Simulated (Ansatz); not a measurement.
What does this script print? It uses Ansatz 0.2.0, Python API.

`ch5si.py`
```python
"""A short Born-Oppenheimer trajectory of CH5Si."""

import ansatz as az
from ase import Atoms
import numpy as np

atoms = Atoms(["C", "Si", "H", "H", "H", "H", "H"], positions=[
    (-0.12326, -0.80794, 0.0895),
    (0.17796, 1.05397, 0.26219),
    (-0.20707, -1.09176, -0.9588),
    (0.69035, -1.38449, 0.52123),
    (-1.04188, -1.10943, 0.58527),
    (-0.94783, 1.85864, -0.19601),
    (1.45172, 1.48101, -0.30339),
])
system = az.Crystal.molecule_from_ase(atoms)

model = (
    system.calculation()
    .basis(gaussian="def2-SVP")  # the orbital basis, by name
    .functional("b3lyp")
    .spin("collinear", total=1)
)
symbols = [site.symbol for site in system.cartesian_sites]
start = np.array([site.position_ang for site in system.cartesian_sites], dtype=float)
summary = model.relax(force_tolerance=0.02, max_steps=100).run().report
end = np.array(summary["positions_ang"])
minimum = az.Crystal.molecule()
for symbol, place in zip(symbols, end):
    minimum = minimum.atom(symbol, place.tolist())

# dynamics from the relaxed geometry
model = (
    minimum.calculation()
    .basis(gaussian="def2-SVP")  # the orbital basis, by name
    .functional("b3lyp")
    .spin("collinear", total=1)  # two spin channels
    .md("nvt_nose_hoover", timestep=0.5, steps=30, temperature=500, initial_velocities="maxwell_boltzmann", seed=45, thermostat_time=10)
)
frames = []
done = model.session().plan().execute(on_event=lambda e: frames.append(e["data"]) if e["event"] == "md_step" else None)
print("t (fs)   E_pot (eV)      E_kin (eV)   T (K)   d(0-1) (A)")
for f in frames[::2]:
    xyz = np.array(f["positions_ang"])
    print(f"{f['time_fs']:6.2f} {f['lagrangian_ev']:14.5f} {f['e_kin_ev']:10.5f} {f['temperature_k']:8.1f} {np.linalg.norm(xyz[0] - xyz[1]):9.4f}")
kept = np.array([f["conserved_ev"] for f in frames])
print(f"conserved energy moves by at most {1000 * np.ptp(kept):.3f} meV")
```

`python ch5si.py` gives:
```text
t (fs)   E_pot (eV)      E_kin (eV)   T (K)   d(0-1) (A)
  0.00    -8992.16179    0.32315    500.0    1.8931
  1.00    -8992.12963    0.29148    451.0    1.8986
  2.00    -8992.05795    0.22123    342.3    1.9039
  3.00    -8991.99613    0.16147    249.8    1.9090
  4.00    -8991.97163    0.13958    216.0    1.9136
  5.00    -8991.97490    0.14689    227.3    1.9179
  6.00    -8991.98183    0.16038    248.2    1.9218
  7.00    -8991.97792    0.16585    256.6    1.9254
  8.00    -8991.96552    0.16521    255.6    1.9284
  9.00    -8991.95336    0.16687    258.2    1.9309
 10.00    -8991.93961    0.16923    261.8    1.9327
 11.00    -8991.91695    0.16476    254.9    1.9336
 12.00    -8991.89625    0.16329    252.7    1.9336
 13.00    -8991.90447    0.19216    297.3    1.9326
 14.00    -8991.94913    0.26137    404.4    1.9308
 15.00    -8991.99435    0.33531    518.8    1.9281
conserved energy moves by at most 2.118 meV
```

Total energies depend on the basis set; only differences at equal settings carry meaning. The trajectory is only some femtoseconds long, so its temperature is not equilibrated; where the script doesn't relax first, it starts from a rough generated geometry. The species is open-shell (spin multiplicity 2). b3lyp holds the VWN-RPA fit, as in Gaussian; the form of ORCA and Turbomole is b3lyp5. The temperature counts the internal degrees of freedom alone. Finished in 66 s on 1 thread of Arm Neoverse V1 (shared host), peak memory 0.2 GiB.
